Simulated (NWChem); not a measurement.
System meant: CH₃O anion

The following NWChem deck was run.

```
start job
memory heap 200 mb stack 900 mb global 1100 mb
charge -1
geometry units angstroms noautosym nocenter noautoz
  C      0.000000     0.000000    -0.531977
  O      0.000000     0.000000     0.804146
  H      0.728450     0.728450    -1.028993
  H      0.266631    -0.995081    -1.028993
  H     -0.995081     0.266631    -1.028993
end
basis spherical
  C library def2-svp
  O library def2-svp
  H library def2-svp
end
dft
  xc m06-2x
  iterations 150
end
property
  shielding 3 1 2 3
end
task dft property
```

End of the output:

```
 Vector   12  Occ=0.000000D+00  E= 3.971602D-01
              MO Center= -4.2D-01, -4.2D-01, -1.0D+00, r^2= 3.7D+00
   Bfn.  Coefficient  Atom+Function         Bfn.  Coefficient  Atom+Function
  ----- ------------  ---------------      ----- ------------  ---------------
    35      1.646712  4 H  s                 40     -1.646817  5 H  s
     7     -0.872148  1 C  px                 8      0.872052  1 C  py
     4     -0.278666  1 C  px                 5      0.278635  1 C  py
    21      0.203876  2 O  px                22     -0.203853  2 O  py
    18      0.102422  2 O  px                19     -0.102411  2 O  py

 center of mass
 --------------
 x =  -0.00000000 y =  -0.00000000 z =   0.20515038

 moments of inertia (a.u.)
 ------------------
          64.919304382107          -0.000001865287           0.000000000000
          -0.000001865287          64.919304382107          -0.000000000000
           0.000000000000          -0.000000000000          11.458648647976

     Multipole analysis of the density
     ---------------------------------

     L   x y z        total         alpha         beta         nuclear
     -   - - -        -----         -----         ----         -------
     0   0 0 0     -1.000000     -9.000000     -9.000000     17.000000

     1   1 0 0      0.000003      0.000001      0.000001     -0.000000
     1   0 1 0      0.000003      0.000001      0.000001     -0.000000
     1   0 0 1     -0.658691     -0.475163     -0.475163      0.291636

     2   2 0 0    -12.259965     -8.972403     -8.972403      5.684840
     2   1 1 0     -0.000018     -0.000010     -0.000010      0.000002
     2   1 0 1      0.000014      0.000007      0.000007      0.000000
     2   0 2 0    -12.259965     -8.972403     -8.972403      5.684840
     2   0 1 1      0.000014      0.000007      0.000007      0.000000
     2   0 0 2    -15.010234    -25.445578    -25.445578     35.880923

          -----------------------------------------
          Chemical Shielding Tensors (GIAO, in ppm)
          -----------------------------------------

 ------------------------------------------------------------------------
  xm06: d2 not coded                    0
 ------------------------------------------------------------------------
 ------------------------------------------------------------------------
  current input line :
    23: task dft property
 ------------------------------------------------------------------------
 ------------------------------------------------------------------------
 This error has not yet been assigned to a category
 ------------------------------------------------------------------------
 For more information see the NWChem manual at https://nwchemgit.github.io

0: xm06: d2 not coded:Received an Error in Communication
```

Question: Find the fault in this run and fix the input.

Answer: The run crashed. Cause: this functional's second derivatives, which shieldings need, aren't coded here; the fix takes a hybrid GGA instead. This input runs:
```
start job
memory heap 200 mb stack 900 mb global 1100 mb
charge -1
geometry units angstroms noautosym nocenter noautoz
  C      0.000000     0.000000    -0.531977
  O      0.000000     0.000000     0.804146
  H      0.728450     0.728450    -1.028993
  H      0.266631    -0.995081    -1.028993
  H     -0.995081     0.266631    -1.028993
end
basis spherical
  * library def2-svp
end
dft
  xc pbe0
  iterations 150
end
property
  shielding 3 1 2 3
end
task dft property
```
It converges to -114.85408 Ha (PBE0/def2-SVP, GIAO).
